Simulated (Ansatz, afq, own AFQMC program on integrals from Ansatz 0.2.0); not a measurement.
## Where AFQMC and coupled cluster stand for InH$_{3}$⁺, doublet

```xyz
4

In    0.0000   -0.0175    0.0177
H     0.0000    2.3343   -0.0513
H     0.0000   -0.2942   -3.6509
H     0.0000   -0.0470    1.6858
```

Basis def2-SVP with its core potentials. Only valence electrons are correlated. AFQMC by an in-house program on the Cholesky factors that Ansatz 0.2.0 writes for its CCSD(T) run. The CISD trial takes its coefficients from CCSD amplitudes. Released means that phaseless walkers are propagated on without the constraint, phases kept. Uncertainties: one standard error, sampling alone. No spin–orbit coupling.

Determinant: ROHF, the one that the program's search chose, which needn't be the lowest solution. The geometry is a point of a scan.

Full CI on the same integrals is exact in this basis and with this determinant's frozen core.

Cautions: no spin-orbit coupling; inner d shell frozen; a spin-contaminated unrestricted determinant lies lower (UHF 1.34 eV lower, ⟨S²⟩ 1.66); strong correlation (T1 0.063, weight of the determinant 0.79, largest double 0.31); the released energies are still falling, so no released level is given (meV from the phaseless value at times in 1/Eh: -4.3 ± 2.0 at 0.24, -7.1 ± 1.7 at 0.51, -8.9 ± 1.7 at 0.99, -11.1 ± 1.8 at 1.62, -15.1 ± 1.5 at 2.40).

- T1 diagnostic: 0.0635
- weight of the determinant in the CISD state: 0.795
- size of the correlated space: 5 electrons in 32 orbitals

```json
{"level": "MP2", "correlation energy (eV)": "-1.6153"}
{"level": "CCSD", "correlation energy (eV)": "-2.5763"}
{"level": "CCSD(T)", "correlation energy (eV)": "-2.6529"}
```

(1) Estimate where full CI lies against CCSD(T) on the same integrals.

(1) 1.7 kJ/mol below CCSD(T).

Reference: full CI, correlation energy -2.671 eV.

| level | E − E(reference) (kJ/mol) | share of correlation (%) |
| --- | --- | --- |
| CCSD(T) | 1.7 | 99.33 |
| CCSDT | -0.1 | 100.05 |
| CCSDT(Q) | 0.0 | 100.01 |
| CCSDTQ | 0.0 | 100.00 |
| ph-AFQMC/CISD | 3.0 ± 0.2 | 98.85 |

CCSDT and higher add their correlation energy to the determinant of the CCSD(T) run, since their own runs factorise the integrals more tightly (a shift of under 2 meV). A walk keeps the symmetry of its determinant, which the program's search chose and which needn't be the lowest solution, so a lower state of the same spin and another symmetry isn't excluded.
